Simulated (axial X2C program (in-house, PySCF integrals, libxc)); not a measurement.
# Ionising MgH

Calculated with an in-house all-electron X2C program for linear molecules (integrals from PySCF), spin-free (one-electron X2C) or two-component (2c: spin–orbit coupling with atomic mean-field Coulomb and Gaunt terms, which also bring small scalar terms), in Dyall basis sets with cores contracted in-house; open shells are unrestricted.

Basis sets: H dyall-v3z, Mg dyall-cv3z. Frozen shells (counts by l): MgH Mg 2s1p, H none, 3 electrons correlated; MgH⁺ Mg 2s1p, H none, 2 electrons correlated. Where the outer core of a metal is frozen, bonds come out longer and ionisation energies lower.

| Hamiltonian | level | MgH state | Re (Å) | ωe (cm⁻¹) | De (eV) |
| --- | --- | --- | --- | --- | --- |
| spin-free | HF | M_S = 1/2, Λ = 0 | 1.731 | 1545.3 | 1.18 |
| spin-free | PBE0 | M_S = 1/2, Λ = 0 | 1.739 | 1468.7 | 1.42 |
| spin-free | MP2 | M_S = 1/2, Λ = 0 | 1.726 | 1557.7 | 1.38 |
| 2c | HF | Ω = 1/2 | 1.731 | 1545.1 | 1.18 |
| 2c | PBE0 | Ω = 1/2 | 1.739 | 1468.5 | 1.42 |
| 2c | MP2 | Ω = 1/2 | 1.726 | 1557.5 | 1.38 |

Adiabatic ionisation energy (minimum to minimum, no zero-point term) and constants of MgH⁺:

```tsv
Hamiltonian	level	MgH⁺ state	IE (eV)	Re (Å)	ωe (cm⁻¹)	De (eV)	fragments
spin-free	HF	M_S = 0, Λ = 0	6.79	1.645	1816.8	1.01	Mg+ + H
spin-free	PBE0	M_S = 0, Λ = 0	7.03	1.654	1727.9	1.94	Mg+ + H
spin-free	MP2	M_S = 0, Λ = 0	6.83	1.649	1776.0	1.82	Mg+ + H
2c	HF	Ω = 0	6.79	1.645	1816.7	1.01	Mg+ + H
2c	PBE0	Ω = 0	7.03	1.654	1727.8	1.94	Mg+ + H
2c	MP2	Ω = 0	6.83	1.649	1775.8	1.82	Mg+ + H
```

Question: Add the zero-point terms to the ionisation energy at MP2, 2c, and say whether the electron removed was bonding.

Answer: IE0 = IE + (ωe⁺ − ωe)/2 = 6.83 + (0.014) = 6.84 eV. Re changes by -0.077 Å, so the bond shortens, as on loss of an antibonding or a polarising non-bonding electron.

Question: Close the cycle De(MgH⁺) + IE(MgH) = De(MgH) + IE(Mg) to find the atomic ionisation energy at MP2, 2c.

Answer: IE(Mg) = 1.82 + 6.83 − 1.38 = 7.27 eV, for the determinants used.

Each entry is the lowest single determinant of a limited PBE0 search at one distance. De goes to single-determinant-based atoms at the same level (for ions the charge split of lowest energy) and is withheld (n/a) where an atom does not fit its ground term or J level. Main or longest-lived isotopes.
